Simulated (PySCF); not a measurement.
Gas-phase acidity of hydrogen peroxide

System: hydrogen peroxide, `OO` (H2O2). Numbering: `[OH:1][OH:2]`

Computed at ωB97X-D3(BJ)/ma-def2-TZVP // PBE0-D3(BJ)/ma-def2-SVP with PySCF (density fitting, grid level 2). ωB97X-D3(BJ) is ωB97X-V with D3(BJ) in place of VV10. Zero-point and thermal terms (298.15 K, 1 bar) come from unscaled PBE0-D3(BJ)/ma-def2-SVP harmonic frequencies, with soft modes damped to free rotors in the entropy.

```
                site  product  ΔH(acid) / kJ/mol  ΔG(acid) / kJ/mol
O1 (hydroxyl oxygen)    [O-]O               1577               1545
```

ΔH and ΔG refer to AH → A⁻ + H⁺ in the gas phase.

Vertical detachment energies of the anions: `[O-]O` 1.35 eV.

Against the Active Thermochemical Tables (version 1.112): O1 1574 (computed 1577, error 3) kJ/mol.

Measured values (NIST Chemistry WebBook, evaluated or the median of agreeing entries): deprotonation enthalpy (ΔH) 1574 kJ/mol (computed 1577, difference 3); gas-phase acidity (ΔG) 1544 kJ/mol (computed 1545, difference 1).

Structures, frequencies and single points took 26 s of wall time on 1 thread of Arm Neoverse V1 (shared host), launched as `OMP_NUM_THREADS=1 python redox_run.py task.json out`.
